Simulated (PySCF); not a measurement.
# CH6Si: NMR shifts at several levels of theory, part 2 of 2

PySCF 2.14.0. Atoms count from 0. Earlier steps stand in the parts before.

### 10 NMR shieldings: KT3/pcSseg-2

The job: settings as JSON, then the geometry in Å.

```
{"job": {"kind": "nmr", "xc": "KT3", "basis": "pcSseg-2", "pop": false}, "charge": 0, "multiplicity": 1}
C     -0.962411    -0.142904     0.007734
Si     0.898562     0.113561    -0.040184
H     -1.434852     0.550038     0.720574
H     -1.204618    -1.170686     0.318806
H     -1.410765     0.029103    -0.982609
H      1.234480     1.510587    -0.456731
H      1.538293    -0.829191    -1.009931
H      1.497650    -0.127339     1.309501
```

With the program's defaults for keys left out, this is: GIAO KT3/pcSseg-2 NMR shielding, non-relativistic, gas phase.

Standard output:

```text
coarse grid: 6432 points
cycle   1  E = -334.1536958750  dE = -2.131e-01  |g| = 3.964e-01  |ddm| = 1.764e+00
cycle   2  E = -334.0985856997  dE =  5.511e-02  |g| = 5.805e-01  |ddm| = 6.414e-01
cycle   3  E = -334.1966938132  dE = -9.811e-02  |g| = 4.376e-02  |ddm| = 4.189e-01
cycle   4  E = -334.1973384844  dE = -6.447e-04  |g| = 6.945e-03  |ddm| = 5.295e-02
cycle   5  E = -334.1973541757  dE = -1.569e-05  |g| = 1.093e-03  |ddm| = 8.980e-03
cycle   6  E = -334.1973545191  dE = -3.434e-07  |g| = 4.177e-04  |ddm| = 1.508e-03
final grid: 55368 points
cycle   7  E = -334.2114619762  dE = -1.235e-04  |g| = 1.082e-02  |ddm| = 3.707e-02
cycle   8  E = -334.2114645254  dE = -2.549e-06  |g| = 5.880e-03  |ddm| = 5.639e-03
cycle   9  E = -334.2114672731  dE = -2.748e-06  |g| = 9.721e-04  |ddm| = 3.770e-03
cycle  10  E = -334.2114675598  dE = -2.868e-07  |g| = 1.590e-04  |ddm| = 1.024e-03
cycle  11  E = -334.2114675645  dE = -4.691e-09  |g| = 9.088e-05  |ddm| = 1.611e-04
cycle  12  E = -334.2114675670  dE = -2.454e-09  |g| = 7.211e-06  |ddm| = 6.663e-05
cycle  13  E = -334.2114675670  dE = -1.558e-11  |g| = 5.808e-07  |ddm| = 7.075e-06
converged SCF energy = -334.2114675670

GIAO shielding tensors (ppm)
atom      isotropic    diamagn.    paramagn.     s11        s22        s33       span
  0 C      190.454     244.678     -54.224    185.826    192.746    192.790      6.964
  1 Si     426.522     880.429    -453.906    403.931    404.310    471.326     67.395
  2 H       31.159      29.900       1.259     27.189     28.423     37.865     10.676
  3 H       31.157      29.874       1.283     27.183     28.432     37.857     10.674
  4 H       31.157      29.851       1.306     27.192     28.409     37.870     10.678
  5 H       27.550      29.000      -1.451     24.883     25.671     32.095      7.212
  6 H       27.549      28.990      -1.441     24.879     25.675     32.093      7.214
  7 H       27.550      29.014      -1.464     24.879     25.679     32.092      7.213
```

It took 9.3 s on 1 thread of Arm Neoverse V1, shared host; peak memory 0.55 GiB.

In short: δ C0 -9.1, Si1 -68.3, H5 3.80, H2 0.20 ppm (means over like atoms).

### 11 NMR shieldings: B97-D/pcSseg-2

Same as in step 10 but for these lines:

```diff
@@ -1,2 +1,2 @@
-{"job": {"kind": "nmr", "xc": "KT3", "basis": "pcSseg-2", "pop": false}, "charge": 0, "multiplicity": 1}
+{"job": {"kind": "nmr", "xc": "B97-D", "basis": "pcSseg-2", "pop": false}, "charge": 0, "multiplicity": 1}
 C     -0.962411    -0.142904     0.007734
```

Level: GIAO B97-D/pcSseg-2 NMR shielding, non-relativistic, gas phase.

Standard output:

```text
coarse grid: 6432 points
cycle   1  E = -331.1584033325  dE = -2.165e-01  |g| = 4.121e-01  |ddm| = 1.810e+00
cycle   2  E = -331.0982500329  dE =  6.015e-02  |g| = 6.098e-01  |ddm| = 6.197e-01
cycle   3  E = -331.2027409419  dE = -1.045e-01  |g| = 4.601e-02  |ddm| = 4.163e-01
cycle   4  E = -331.2034657205  dE = -7.248e-04  |g| = 8.541e-03  |ddm| = 5.312e-02
cycle   5  E = -331.2034867632  dE = -2.104e-05  |g| = 1.650e-03  |ddm| = 8.894e-03
cycle   6  E = -331.2034875154  dE = -7.522e-07  |g| = 5.528e-04  |ddm| = 2.129e-03
final grid: 55368 points
cycle   7  E = -331.2049734754  dE = -5.860e-05  |g| = 5.269e-03  |ddm| = 2.908e-02
cycle   8  E = -331.2049715767  dE =  1.899e-06  |g| = 4.403e-03  |ddm| = 4.840e-03
cycle   9  E = -331.2049755735  dE = -3.997e-06  |g| = 1.937e-03  |ddm| = 3.757e-03
cycle  10  E = -331.2049765190  dE = -9.455e-07  |g| = 1.277e-04  |ddm| = 1.117e-03
cycle  11  E = -331.2049765239  dE = -4.912e-09  |g| = 5.315e-05  |ddm| = 1.759e-04
cycle  12  E = -331.2049765245  dE = -6.485e-10  |g| = 2.026e-06  |ddm| = 4.591e-05
converged SCF energy = -331.2049765245

GIAO shielding tensors (ppm)
atom      isotropic    diamagn.    paramagn.     s11        s22        s33       span
  0 C      188.642     245.201     -56.559    183.671    191.109    191.145      7.474
  1 Si     407.401     879.140    -471.739    384.166    384.556    453.480     69.315
  2 H       31.204      29.910       1.293     27.328     28.517     37.766     10.438
  3 H       31.202      29.888       1.314     27.322     28.527     37.758     10.436
  4 H       31.202      29.866       1.336     27.332     28.504     37.771     10.439
  5 H       27.514      29.018      -1.504     24.872     25.659     32.010      7.138
  6 H       27.513      29.010      -1.497     24.869     25.662     32.009      7.140
  7 H       27.514      29.031      -1.517     24.868     25.667     32.007      7.139
```

Run time: 8.9 s. Hardware: 1 thread of Arm Neoverse V1, shared host; peak memory 0.55 GiB.

In short: δ C0 -9.6, Si1 -70.8, H5 3.88, H2 0.19 ppm (means over like atoms).

### 12 Shielding tensors: B3LYP/pcSseg-2

Same as in step 11 but for these lines:

```diff
@@ -1,2 +1,2 @@
-{"job": {"kind": "nmr", "xc": "B97-D", "basis": "pcSseg-2", "pop": false}, "charge": 0, "multiplicity": 1}
+{"job": {"kind": "nmr", "xc": "B3LYP", "basis": "pcSseg-2", "pop": false}, "charge": 0, "multiplicity": 1}
 C     -0.962411    -0.142904     0.007734
```

Level: GIAO B3LYP/pcSseg-2 NMR shielding, non-relativistic, gas phase.

Standard output:

```text
coarse grid: 6432 points
cycle   1  E = -331.2351050840  dE = -2.282e-01  |g| = 3.491e-01  |ddm| = 1.775e+00
cycle   2  E = -331.2180242371  dE =  1.708e-02  |g| = 4.195e-01  |ddm| = 4.317e-01
cycle   3  E = -331.2644490102  dE = -4.642e-02  |g| = 2.888e-02  |ddm| = 2.579e-01
cycle   4  E = -331.2646760860  dE = -2.271e-04  |g| = 5.589e-03  |ddm| = 2.622e-02
cycle   5  E = -331.2646812034  dE = -5.117e-06  |g| = 9.688e-04  |ddm| = 3.628e-03
final grid: 55368 points
cycle   6  E = -331.2698346684  dE = -2.534e-05  |g| = 3.550e-03  |ddm| = 1.580e-02
cycle   7  E = -331.2698332049  dE =  1.464e-06  |g| = 4.154e-03  |ddm| = 4.310e-03
cycle   8  E = -331.2698375319  dE = -4.327e-06  |g| = 3.868e-04  |ddm| = 2.498e-03
cycle   9  E = -331.2698375654  dE = -3.346e-08  |g| = 8.838e-05  |ddm| = 3.303e-04
cycle  10  E = -331.2698375670  dE = -1.603e-09  |g| = 1.151e-05  |ddm| = 7.609e-05
cycle  11  E = -331.2698375670  dE = -3.956e-11  |g| = 1.367e-06  |ddm| = 1.070e-05
converged SCF energy = -331.2698375670

GIAO shielding tensors (ppm)
atom      isotropic    diamagn.    paramagn.     s11        s22        s33       span
  0 C      189.134     243.626     -54.492    184.115    191.627    191.659      7.544
  1 Si     397.010     877.528    -480.519    373.530    373.938    443.561     70.031
  2 H       31.191      30.023       1.168     27.264     28.426     37.884     10.620
  3 H       31.190      30.004       1.185     27.258     28.436     37.875     10.617
  4 H       31.189      29.986       1.203     27.266     28.413     37.889     10.623
  5 H       27.509      28.737      -1.228     24.809     25.616     32.104      7.295
  6 H       27.509      28.731      -1.222     24.805     25.619     32.102      7.297
  7 H       27.510      28.749      -1.239     24.805     25.625     32.101      7.296
```

Run time: 5.7 s. Hardware: 1 thread of Arm Neoverse V1, shared host; peak memory 0.62 GiB.

In short: δ C0 -9.9, Si1 -72.4, H5 3.88, H2 0.20 ppm (means over like atoms).

### 13 Nuclear shieldings: PBE0/pcSseg-2

Same as in step 12 but for these lines:

```diff
@@ -1,2 +1,2 @@
-{"job": {"kind": "nmr", "xc": "B3LYP", "basis": "pcSseg-2", "pop": false}, "charge": 0, "multiplicity": 1}
+{"job": {"kind": "nmr", "xc": "PBE0", "basis": "pcSseg-2", "pop": false}, "charge": 0, "multiplicity": 1}
 C     -0.962411    -0.142904     0.007734
```

With the program's defaults for keys left out, this is: GIAO PBE0/pcSseg-2 NMR shielding, non-relativistic, gas phase.

Standard output:

```text
coarse grid: 6432 points
cycle   1  E = -331.0312894222  dE = -2.317e-01  |g| = 3.017e-01  |ddm| = 1.770e+00
cycle   2  E = -331.0240955302  dE =  7.194e-03  |g| = 3.341e-01  |ddm| = 3.541e-01
cycle   3  E = -331.0531261791  dE = -2.903e-02  |g| = 2.248e-02  |ddm| = 2.008e-01
cycle   4  E = -331.0532563015  dE = -1.301e-04  |g| = 4.092e-03  |ddm| = 1.955e-02
cycle   5  E = -331.0532589231  dE = -2.622e-06  |g| = 5.706e-04  |ddm| = 2.888e-03
final grid: 55368 points
cycle   6  E = -331.0575726175  dE = -3.159e-05  |g| = 4.344e-03  |ddm| = 1.600e-02
cycle   7  E = -331.0575706222  dE =  1.995e-06  |g| = 5.054e-03  |ddm| = 4.909e-03
cycle   8  E = -331.0575771100  dE = -6.488e-06  |g| = 2.168e-04  |ddm| = 2.853e-03
cycle   9  E = -331.0575771186  dE = -8.603e-09  |g| = 5.394e-05  |ddm| = 1.755e-04
cycle  10  E = -331.0575771190  dE = -4.310e-10  |g| = 1.037e-05  |ddm| = 4.451e-05
converged SCF energy = -331.0575771190

GIAO shielding tensors (ppm)
atom      isotropic    diamagn.    paramagn.     s11        s22        s33       span
  0 C      194.462     245.372     -50.910    188.749    197.301    197.336      8.587
  1 Si     411.578     878.094    -466.515    388.924    389.350    456.461     67.537
  2 H       31.061      29.826       1.235     26.889     28.154     38.140     11.251
  3 H       31.059      29.805       1.254     26.883     28.164     38.132     11.249
  4 H       31.059      29.783       1.276     26.891     28.140     38.145     11.254
  5 H       27.325      28.672      -1.346     24.550     25.384     32.042      7.492
  6 H       27.324      28.664      -1.340     24.546     25.387     32.040      7.493
  7 H       27.325      28.684      -1.359     24.546     25.392     32.038      7.493
```

Run time: 5.4 s. Hardware: 1 thread of Arm Neoverse V1, shared host; peak memory 0.62 GiB.

In short: δ C0 -10.3, Si1 -70.3, H5 3.92, H2 0.19 ppm (means over like atoms).

### 14 NMR shieldings: mPW1PW91/pcSseg-2

Same as in step 13 but for these lines:

```diff
@@ -1,2 +1,2 @@
-{"job": {"kind": "nmr", "xc": "PBE0", "basis": "pcSseg-2", "pop": false}, "charge": 0, "multiplicity": 1}
+{"job": {"kind": "nmr", "xc": "mPW1PW91", "basis": "pcSseg-2", "pop": false}, "charge": 0, "multiplicity": 1}
 C     -0.962411    -0.142904     0.007734
```

With the program's defaults for keys left out, this is: GIAO mPW1PW91/pcSseg-2 NMR shielding, non-relativistic, gas phase.

Standard output:

```text
coarse grid: 6432 points
cycle   1  E = -331.2146787529  dE = -2.329e-01  |g| = 3.025e-01  |ddm| = 1.767e+00
cycle   2  E = -331.2077766282  dE =  6.902e-03  |g| = 3.338e-01  |ddm| = 3.543e-01
cycle   3  E = -331.2367904039  dE = -2.901e-02  |g| = 2.177e-02  |ddm| = 2.005e-01
cycle   4  E = -331.2369153509  dE = -1.249e-04  |g| = 4.293e-03  |ddm| = 1.975e-02
cycle   5  E = -331.2369183715  dE = -3.021e-06  |g| = 5.899e-04  |ddm| = 3.004e-03
final grid: 55368 points
cycle   6  E = -331.2407193752  dE = -2.911e-05  |g| = 3.317e-03  |ddm| = 1.666e-02
cycle   7  E = -331.2407182409  dE =  1.134e-06  |g| = 3.875e-03  |ddm| = 3.832e-03
cycle   8  E = -331.2407220512  dE = -3.810e-06  |g| = 1.232e-04  |ddm| = 2.165e-03
cycle   9  E = -331.2407220549  dE = -3.694e-09  |g| = 3.634e-05  |ddm| = 1.357e-04
cycle  10  E = -331.2407220551  dE = -2.608e-10  |g| = 5.946e-06  |ddm| = 3.069e-05
converged SCF energy = -331.2407220551

GIAO shielding tensors (ppm)
atom      isotropic    diamagn.    paramagn.     s11        s22        s33       span
  0 C      193.533     245.530     -51.998    187.891    196.336    196.371      8.480
  1 Si     409.468     878.222    -468.753    386.868    387.295    454.243     67.375
  2 H       31.103      29.814       1.289     26.970     28.211     38.129     11.158
  3 H       31.102      29.793       1.309     26.964     28.221     38.121     11.156
  4 H       31.101      29.770       1.331     26.973     28.197     38.134     11.161
  5 H       27.395      28.765      -1.370     24.635     25.464     32.086      7.451
  6 H       27.395      28.757      -1.362     24.632     25.468     32.084      7.452
  7 H       27.396      28.778      -1.382     24.631     25.473     32.083      7.452
```

Wall time 5.5 s (1 thread of Arm Neoverse V1, shared host); peak memory 0.63 GiB.

Key values: δ C0 -10.0, Si1 -69.5, H5 3.90, H2 0.19 ppm (means over like atoms).

### 15 Comparing the runs: NMR shifts

Shifts (ppm), means over like atoms, with basis size and wall time:

```csv
run,C0,H5,H2,Si1,functions,time
HF/pcSseg-2,-7.8,3.73,0.24,-61.1,163,2.8 s
LDA/pcSseg-2,-13.4,4.14,0.14,-81.5,163,7.6 s
PBE/pcSseg-2,-11.0,4.00,0.18,-74.6,163,8.8 s
BLYP/pcSseg-2,-10.3,3.94,0.20,-75.9,163,8.8 s
BP86/pcSseg-2,-10.7,3.99,0.17,-73.9,163,8.8 s
OPBE/pcSseg-2,-9.6,3.94,0.19,-66.8,163,9.3 s
KT2/pcSseg-2,-10.7,3.93,0.16,-73.0,163,9.3 s
KT3/pcSseg-2,-9.1,3.80,0.20,-68.3,163,9.3 s
B97-D/pcSseg-2,-9.6,3.88,0.19,-70.8,163,8.9 s
B3LYP/pcSseg-2,-9.9,3.88,0.20,-72.4,163,5.7 s
PBE0/pcSseg-2,-10.3,3.92,0.19,-70.3,163,5.4 s
mPW1PW91/pcSseg-2,-10.0,3.90,0.19,-69.5,163,5.5 s
measured,–,–,–,-65.2,–,–
```

Measured: C. Corminboeuf, T. Heine, J. Weber, Chem. Phys. Lett. 357 (2002) 1.

### 16 What came out

The summary covers parts 1 to 2.

```
                                                            quantity                    value
                                                         point group                      C3v
                                rotational constants (main isotopes)  55.43, 10.85, 10.85 GHz
                                13C shifts against TMS (HF/pcSseg-2)                 -7.8 ppm
1H shifts against TMS (HF/pcSseg-2, means over atoms taken as alike)           3.73, 0.24 ppm
                               29Si shifts against TMS (HF/pcSseg-2)                -61.1 ppm
                            measured, and computed on the same scale   Si1 δ -65.2, -61.1 ppm
                                           range of the shift of Si1       -81.5 to -61.1 ppm
```

In words: Single values in the summary come from the first run of each kind that ended normally (HF/pcSseg-2), which need not be the best level. The start was shaken at random, so part of the energy gained undoes that. The optimisation took 8 steps and gained 0.435 eV; among the close pairs (by a distance rule), C0–H3 changed most, from 0.994 to 1.101 Å. No frequency check was run at this level, so the end point may be a saddle. At HF/pcSseg-2: The widest tensor belongs to Si1: span 61 ppm, with a paramagnetic part of -430 ppm. The one measured 29Si shift is missed by +4.1 ppm (computed less measured, unscaled). Vibration, temperature and solvent are missing from the calculation, so part of the miss against the measured shifts is not the functional's. In ppm, Si1 moves most: its shift spreads over 20.4 ppm, from -81.5 (LDA/pcSseg-2) to -61.1 (HF/pcSseg-2). For the one measured 29Si shift, OPBE/pcSseg-2 misses least (1.6 ppm, 9.3 s) and LDA/pcSseg-2 most (16.3 ppm, 7.6 s); the quickest, HF/pcSseg-2, misses by 4.1 ppm in 2.8 s. One molecule ranks no method: errors cancel, and vibration and temperature are missing from all runs.
